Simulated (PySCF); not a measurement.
Species: C2H6N, net charge 0, doublet state. It need not be the lowest isomer of its formula. SMILES: C[CH]N
Structure (B3LYP-D3(BJ)/def2-TZVP (Ansatz) minimum search):
```xyz
9

C      1.2289    -0.2653    -0.0845
C     -0.0679     0.1514     0.5104
N     -1.1869     0.1736    -0.3274
H      1.5845     0.4305    -0.8614
H      2.0033    -0.3268     0.6805
H      1.1541    -1.2515    -0.5578
H     -0.0803     0.8891     1.3029
H     -2.0677     0.3344     0.1386
H     -1.2520    -0.6074    -0.9664
```
Charge 0, spin multiplicity 2.

Dispersion corrections to the total energy (kcal/mol) from the dftd3 and dftd4 libraries through PySCF: D3(BJ) without and D4 with the three-body term, each with the damping fitted for the functional named.

```csv
functional,D3(BJ),D4
TPSS,-3.53,-3.36
HSE06,[?],-1.86
CAM-B3LYP,-1.97,-2.00
LC-wPBE,-2.47,[?]
HF,-25.76,-10.31
PBE0,[?],-2.03
TPSSh,-3.17,-3.04
```

Task: Complete the blanks.

Result: 
- HSE06, D3(BJ): -1.64
- LC-wPBE, D4: -2.71
- PBE0, D3(BJ): -2.38
